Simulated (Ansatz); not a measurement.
```yaml
crystal:
  periodic: [false, false, false]
  atoms:
    - {symbol: Nb, position_ang: [0.214670, 0.021651, 0.193855]}
    - {symbol: Cl, position_ang: [1.687432, 1.036649, 1.429263]}
    - {symbol: Cl, position_ang: [-1.931724, -0.719695, 0.995015]}
    - {symbol: Cl, position_ang: [-1.706520, 0.445217, -1.333236]}
    - {symbol: Cl, position_ang: [1.388258, -0.818909, -1.599049]}
basis:
  gaussian: {orbitals: def2-TZVP}
magnetization: {spin_polarized: true, initial_magnetization: 3}
hamiltonian: {xc: pbe0}
relax: {f_tol: 0.004, max_steps: 80}
```

```sh
$ ansatz run in.yaml --threads 1 --pin off --events-out ev --progress --plain --max-ram 2176MiB
```

Steps of the relaxation (energy above the last step; positions in Å, forces in eV/Å):

```
5
step 1, 291.4 meV
Nb    0.215    0.022    0.194   -1.007   -1.022   -1.665
Cl    1.687    1.037    1.429    1.211    1.061    1.243
Cl   -1.932   -0.720    0.995   -0.215   -0.046    0.032
Cl   -1.707    0.445   -1.333   -0.078    0.126    0.303
Cl    1.388   -0.819   -1.599    0.090   -0.119    0.087
```

```
5
step 2, 99.5 meV
Nb    0.231   -0.029    0.096   -0.073    0.062   -0.385
Cl    1.655    1.123    1.468   -0.192   -0.052   -0.098
Cl   -1.929   -0.758    0.975    0.112   -0.036   -0.034
Cl   -1.792    0.565   -1.242    0.270    0.022    0.278
Cl    1.488   -0.936   -1.611   -0.117    0.004    0.240
```

```
5
step 3, 59.3 meV
Nb    0.207   -0.029    0.034    0.810    0.001    0.056
Cl    1.552    1.204    1.431   -0.117   -0.055   -0.085
Cl   -1.854   -0.875    0.945   -0.239    0.015   -0.101
Cl   -1.729    0.729   -1.147   -0.440    0.064    0.031
Cl    1.475   -1.064   -1.577   -0.014   -0.025    0.100
```

```
5
step 5, 0.7 meV
Nb    0.227   -0.005   -0.057    0.070    0.003   -0.007
Cl    1.524    1.255    1.346   -0.029   -0.008   -0.014
Cl   -1.831   -0.976    0.815   -0.004    0.003   -0.014
Cl   -1.844    0.903   -0.962   -0.007   -0.003    0.016
Cl    1.577   -1.213   -1.456   -0.030    0.005    0.019
```

```
5
step 7, 0.0 meV
Nb    0.233   -0.002   -0.061   -0.006    0.000    0.000
Cl    1.516    1.272    1.339    0.000    0.000    0.000
Cl   -1.824   -0.993    0.794    0.003    0.004   -0.005
Cl   -1.844    0.923   -0.939    0.003   -0.004    0.005
Cl    1.571   -1.234   -1.447    0.000    0.000    0.000
```

```
5
step 8, 0.0 meV
Nb    0.233   -0.002   -0.061   -0.001    0.000    0.000
Cl    1.516    1.273    1.338    0.000    0.000    0.000
Cl   -1.823   -0.994    0.792    0.000    0.000    0.000
Cl   -1.844    0.924   -0.937    0.000   -0.001    0.000
Cl    1.572   -1.236   -1.445    0.000    0.000    0.000
```

Close pairs at the end: Nb1–Cl2 2.287 Å, Nb1–Cl5 2.287 Å, Nb1–Cl3 2.437 Å, Nb1–Cl4 2.437 Å, Cl3–Cl4 2.582 Å.

A stationary point of unrestricted PBE0 after 8 steps, with ⟨S²⟩ = 3.761 against 3.75 for a pure state; no frequencies were run, so it isn't proven a minimum. 2 min on 1 thread of AMD EPYC 9R45, shared host.
